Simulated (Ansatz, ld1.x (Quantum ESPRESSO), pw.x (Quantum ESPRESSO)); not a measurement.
**oxygen (O): one change to the PAW potential, in the atom and in the fcc crystal**

```json
{
 "Element": "O",
 "Generator": "ld1.x (Quantum ESPRESSO) 7.5",
 "Type": "PAW",
 "Functional": "PBEsol",
 "Relativity": "scalar-relativistic",
 "Frozen core": "[He]",
 "Valence charge": "6",
 "Reference configuration": "2s1 2p5",
 "Partial waves": "2s (bound): rcut 0.75, rcutus 0.95 bohr; 2s channel at 0.2 Ry: rcut 0.75, rcutus 0.95 bohr; 2p (bound): rcut 1.35, rcutus 1.85 bohr; 2p channel at 0.2 Ry: rcut 1.35, rcutus 1.85 bohr; 3d channel at 0.1 Ry: rcut 1.80, rcutus 2.05 bohr",
 "Local potential": "all-electron potential smoothed inside 1.70 bohr (lloc = -2)",
 "Core correction": "none",
 "Augmentation charge": "PSQ, inside the norm-conserving radii"
}
```

Change: all radii scaled by about 1.33 (s 1.26, p 2.46, d 2.74 bohr, rcut 1.00/1.80/2.40); local potential all-electron potential smoothed inside 2.26 bohr (lloc = -2).

Cutoffs, loose and tight: the cutoffs (Ry, on a coarse ladder) from which the occupation-weighted sum of valence levels, in a spherical-Bessel basis at the reference potential, stays within 10 and 1 mRy of its value at 400 Ry. They do not see the model core or the augmentation charge, which bear on the density cutoff. Test errors are all-electron minus pseudo excitation energies from the reference, over the configurations 2s2 2p4; 2s2 2p3; 2s2 2p2; 2s2 2p0; 2s2 2p4.3; 2s2 2p3.5; 2s2 2p1; variants that change the core or the reference have their own tests.

Crystal test: fcc O in pw.x 7.5, no spin, 18³ k-points, Fermi–Dirac smearing 0.01 Ry, cutoffs set for each file from its atomic test. The reference is all-electron LAPW (Ansatz 0.2.0) with the same functional, mesh and smearing; V0 and B0 come from Birch–Murnaghan fits to the pressures at five volumes. Errors are pseudo minus all-electron; Δ is the rms difference of the E(V) curves that follow from these fits, minima aligned, over ±6 % about the mean V0. Mesh and smearing are coarse, so the numbers serve the comparison and aren't converged zero-temperature values; the lattice is a test structure that the element need not adopt. Spin polarisation is left out.

All-electron: a0 = 3.112 Å (V0 = 7.53 Å³/atom), B0 = 168.2 GPa.

Problem. Does the change bring the crystal closer to the all-electron result?

Solution. The mean pressure error goes from +0.57 to +3.59 GPa, so the change moves the solid further from the all-electron pressures.

| quantity | base | changed |
| --- | --- | --- |
| outcome (atom) | generated | generated |
| cutoff, loose (atom) | 21 Ry | 21 Ry |
| cutoff, tight (atom) | 35 Ry | 30 Ry |
| bound ghosts (atom) | none | none |
| largest test error (meV) (atom) | +88 | +29 over the solved tests; 4 of 7 tests not solved or not reliable |
| cutoffs in pw.x (Ry) | 45/660 | 40/400 |
| a0 (Å) | 3.115 | 3.129 |
| a0 error (%) | +0.11 | +0.55 |
| B0 error (%) | -0.1 | +9.9 |
| Δ (meV/atom) | 0.9 | 5.3 |
| mean pressure error (GPa) | +0.57 | +3.59 |

Changed file: The largest radius (2.74 bohr) exceeds half the bond length (2.08 bohr), so the spheres overlap, which is one possible source of error among others. This is a poor potential for the solid. Atomic configuration tests: 4 of 7 tests not solved or not reliable. The atomic cutoffs weigh occupied waves only.
